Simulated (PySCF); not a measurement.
# CH5N (SMILES CN), step by step, part 2 of 2

PySCF 2.14.0.

## 3. The harmonic vibrations at PBE0-D4/def2-TZVP (density fitting with def2-universal-jkfit) (run 2)

File input.xyz:

```xyz
7
CH5N
C     -0.639205    -0.255868    -0.255891
N      0.631479     0.279878     0.201957
H     -1.142775    -0.938210     0.444427
H     -0.488167    -0.794113    -1.194298
H     -1.324074     0.568117    -0.468339
H      1.284981    -0.468239     0.394647
H      0.511596     0.792103     1.066308
```

File calc.py:

```python
# CN
import numpy
from pyscf import gto, dft, symm
from pyscf.hessian import thermo

system = gto.M(
    atom='input.xyz',
    basis='def2-tzvp',
    verbose=3,
    max_memory=1860,
)

ks = dft.RKS(system)
ks.xc = 'pbe0'
ks = ks.density_fit(auxbasis='def2-universal-jkfit')
ks.conv_tol = 1e-09
ks.grids.level = 4
ks.max_cycle = 100
ks.disp = 'd4'
ks.kernel()

e_tot = ks.e_tot
print(f'total energy: {e_tot:.8f} hartree')
hess = ks.Hessian().kernel()
modes = thermo.harmonic_analysis(system, hess)
print('frequencies (1/cm)', numpy.round(modes['freq_wavenumber'], 1))
symm.geom.TOLERANCE = 1e-3  # for the symmetry number
th = thermo.thermo(ks, modes['freq_au'], 298.15, 101325)
thermo.dump_thermo(system, th)
```

Started as:

```bash
OMP_NUM_THREADS=1 python calc.py
```

The program printed:

```text
converged SCF energy = -95.7790366713349
total energy: -95.77903667 hartree

WARN: DFTD4 does not support analytical Hessian, using finite difference.

WARN: Mole.unit (angstrom) is changed to Bohr

frequencies (1/cm) [ 305.8  832.6  974.7 1090.2 1169.4 1347.3 1452.  1490.7 1512.4 1664.4
 2986.4 3081.  3120.1 3532.1 3612.1]
temperature 298.1500 [K]
pressure 101325.00 [Pa]
Rotational constants [GHz] 104.02578 23.00665 22.09468
Symmetry number 1
Zero-point energy (ZPE) 0.06418 [Eh]   168500.570 [J/mol]
                           tot       elec      trans        rot        vib
Entropy [J/mol/K]       240.281      0.000    151.597     80.949      7.735
Cv [J/mol/K]             39.953      0.000     12.472     12.472     15.009
Cp [J/mol/K]             48.267      0.000     20.786     12.472     15.009
Internal energy [J/mol]                      3718.434   3718.434 170063.716
Internal energy [Eh]   -95.71143  -95.77904
Enthalpy [J/mol]                             6197.391   3718.434 170063.716
Enthalpy [Eh]          -95.71049
Gibbs free energy [J/mol]                  -39001.183 -20416.555 167757.577
Gibbs free energy [Eh] -95.73777
```

It took 2.5 min on 1 thread of Arm Neoverse V1, shared host; peak memory 1.2 GiB.

Runs 3 to 5 aren't shown in full; the table further down has their settings and results.

## 4. A single-point energy at r2SCAN-D4/def2-TZVPP (run 6)

File run.py:

```python
from pyscf import gto, dft

mol = gto.Mole()
mol.atom = '''
C     -0.902667    -0.230091    -0.545052
N      1.498577     0.782322     0.320156
H     -1.854277    -1.519531     0.778357
H     -0.617241    -1.247234    -2.318390
H     -2.196877     1.327007    -0.946526
H      2.733682    -0.631376     0.683786
H      1.272111     1.749850     1.953829
'''
mol.charge = 0
mol.max_memory = 1860
mol.verbose = 3
mol.spin = 0
mol.basis = 'def2-tzvpp'
mol.unit = 'bohr'
mol.build()

mf = dft.RKS(mol, xc='r2scan')
mf.grids.level = 5
mf.disp = 'd4'
mf.conv_tol = 1e-10
mf.kernel()
if not mf.converged:
    mf = mf.newton().run(mf.mo_coeff, mf.mo_occ)

e_final = mf.e_tot
print(f'total energy: {e_final:.8f} hartree')
```

Started as:

```bash
OMP_NUM_THREADS=1 python run.py
```

The program printed:

```text
converged SCF energy = -95.8359477348262
total energy: -95.83594773 hartree
```

Wall time 46 s (1 thread of Arm Neoverse V1, shared host); peak memory 0.83 GiB.

Runs 7 to 17 aren't shown in full; the table further down has their settings and results.

## 5. The doublet cation: a single-point energy at UB3LYP/6-31G(d) (spherical functions) (run 18)

File input.py:

```python
from pyscf import gto, dft

molecule = gto.Mole()
molecule.atom = '''
C     -0.477671    -0.121759    -0.288429
N      0.793013     0.413987     0.169419
H     -0.981241    -0.804101     0.411889
H     -0.326630    -0.660008    -1.226839
H     -1.162537     0.702222    -0.500880
H      1.446602    -0.334110     0.361844
H      0.673172     0.925981     1.033922
'''
molecule.spin = 1
molecule.basis = '6-31g*'
molecule.verbose = 3
molecule.max_memory = 1860
molecule.charge = 1
molecule.build()

mf = dft.UKS(molecule)
mf.xc = 'b3lyp'
mf.conv_tol = 1e-10
mf.grids.level = 5
mf.kernel()
if not mf.converged:
    mf = mf.newton().run(mf.mo_coeff, mf.mo_occ)

energy = mf.e_tot
print('E = %.10f Eh' % energy)
```

Started as:

```bash
OMP_NUM_THREADS=1 python input.py
```

The program printed:

```text
converged SCF energy = -95.5058987177629  <S^2> = 0.75350266  2S+1 = 2.0034996
E = -95.5058987178 Eh
```

It took 9 s on 1 thread of Arm Neoverse V1, shared host; peak memory 0.26 GiB.

## 6. All runs side by side

```tsv
run	level	task	optimizer	partner	energy (Eh)	dipole moment (D) of the reference	HOMO energy (eV)	LUMO energy (eV)	wall time
1	PBE0-D4/def2-TZVP (density fitting with def2-universal-jkfit)	optimise	geomeTRIC	base	-95.779037	1.35	-6.78	1.18	81 s
2	PBE0-D4/def2-TZVP (density fitting with def2-universal-jkfit)	frequencies	–	base	-95.779037	1.35	-6.78	1.18	2.5 min
3	CCSD(T)/def2-TZVPP	energy	–	base	-95.699698	1.38	-10.59	3.64	100 s
4	RI-MP2/def2-QZVPP (density fitting with def2-universal-jkfit)	energy	–	base	-95.691208	1.37	-10.61	2.87	3 s
5	PBE-D4/def2-TZVPP	energy	–	base	-95.769151	1.26	-5.27	0.35	18 s
6	r2SCAN-D4/def2-TZVPP	energy	–	base	-95.835948	1.28	-5.58	1.22	46 s
7	B3LYP-D4/def2-TZVPP	energy	–	base	-95.907600	1.30	-6.56	0.78	20 s
8	PBE0-D4/def2-TZVPP	energy	–	base	-95.781705	1.30	-6.79	1.16	20 s
9	wB97M-V/def2-TZVPP (density fitting with def2-universal-jkfit)	energy	–	base	-95.840681	1.31	-9.22	2.54	59 s
10	B2PLYP/def2-TZVPP	energy	–	base	-95.810513	1.34	-8.23	1.97	26 s
11	SVWN5/def2-TZVPP	energy	–	base	-95.044258	1.31	-5.35	0.27	14 s
12	M06-2X/def2-TZVPP	energy	–	base	-95.845311	1.33	-8.31	1.73	51 s
13	B3LYP/6-31G* (spherical functions)	energy	–	base	-95.851176	1.41	-6.13	2.39	4.8 s
14	HF/STO-3G	energy	–	base	-94.030856	1.46	-8.72	17.10	0.83 s
15	UPBE-D4/def2-TZVPP	energy	–	cation	-95.421030	–	-15.58	-13.53	37 s
16	UB3LYP-D4/def2-TZVPP	energy	–	cation	-95.553553	–	-17.00	-12.63	43 s
17	UPBE0-D4/def2-TZVPP	energy	–	cation	-95.431995	–	-17.28	-12.13	42 s
18	UB3LYP/6-31G* (spherical functions)	energy	–	cation	-95.505899	–	-16.99	-12.58	9 s
```

## 7. What came out

What follows sums up all 2 parts.

```
                                                               quantity         value
                                   doublet cation, run 18: total energy  -95.50590 Eh
             doublet cation, run 18: HOMO energy (highest over α and β)     -16.99 eV
              doublet cation, run 18: LUMO energy (lowest over α and β)     -12.58 eV
                                           doublet cation, run 18: ⟨S²⟩         0.754
  vertical ionisation energy (to the doublet cation), PBE-D4/def2-TZVPP      9.473 eV
vertical ionisation energy (to the doublet cation), B3LYP-D4/def2-TZVPP      9.634 eV
 vertical ionisation energy (to the doublet cation), PBE0-D4/def2-TZVPP      9.516 eV
       vertical ionisation energy (to the doublet cation), B3LYP/6-31G*      9.395 eV
```

What this shows: At PBE-D4/def2-TZVPP: the vertical ionisation energy comes to 9.47 eV (914 kJ/mol). The negative HOMO energy of the first species, 5.27 eV, lies 4.20 eV below that difference. At B3LYP-D4/def2-TZVPP: the vertical ionisation energy comes to 9.63 eV (222 kcal/mol). −ε(HOMO) before ionisation, 6.56 eV, is 3.07 eV below this ionisation energy. At PBE0-D4/def2-TZVPP: the vertical ionisation energy comes to 9.52 eV (918 kJ/mol). −ε(HOMO) before ionisation, 6.79 eV, is 2.72 eV below this ionisation energy. Totals of different functionals can't be ranked against each other. In run 14 the basis is minimal, so the values are rough. All runs together took 12 min, the longest 2.5 min.
